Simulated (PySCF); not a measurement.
Input of a run (PBE0-D3(BJ)/def2-SVP geometry optimisation, gas phase (PySCF 2.14.0)), started from GFN2-xTB:
```
{"job": {"xc": "PBE0", "basis": "def2-SVP", "d3": "d3bj", "grid": 1, "shake": 0.01, "kind": "geom"}, "charge": 0, "multiplicity": 1}
Si    -0.106270    -0.020370    -0.006990
Cl     1.873050    -0.073050     0.102490
H     -0.582050    -0.967890    -1.017670
H     -0.477920     1.358990    -0.406600
H     -0.673230    -0.331650     1.290880
```

Output (energies in Eh, forces in Eh/bohr):
```
step   0  E = -751.01263201  max force = 0.038357
step   1  E = -751.01596541  max force = 0.012853
step   2  E = -751.01632493  max force = 0.007123
step   3  E = -751.01645227  max force = 0.000405
step   4  E = -751.01645463  max force = 0.000141
optimisation converged
```

Summarise the run.

The energy falls by 2.4 kcal/mol over 5 energy and gradient evaluations, the largest force component goes from 0.0384 to 1.4e-04 Eh/bohr, and the atoms move by 0.043 Å rms after alignment. The bond that changes most is Si1–Cl2 (chlorine-bound silicon to silicon-bound chlorine), which lengthens by 0.085 Å. Bonds longer at the end by more than 0.005 Å: 4 of 4; shorter: 0. Among the angles that change most is Cl2–Si1–H4, from 106.8° to 108.9°. The energy never rose by more than 1e-6 Eh on the way. The first step brought 87 % of the lowering.

What are the final bond lengths?

Si1–Cl2 2.068 Å, Si1–H3 1.489 Å, Si1–H4 1.489 Å, Si1–H5 1.489 Å. Numbering counts from 1 in the input's order; the species is `[SiH3]Cl`.

The run used 51 basis functions and 28 SCF cycles in all. Time: 5.6 s wall; peak memory 0.27 GiB. Hardware: an Arm Neoverse N1 with one thread, shared host with 64 logical CPUs at a one-minute load of 58.

Stationary, but not proved a minimum.
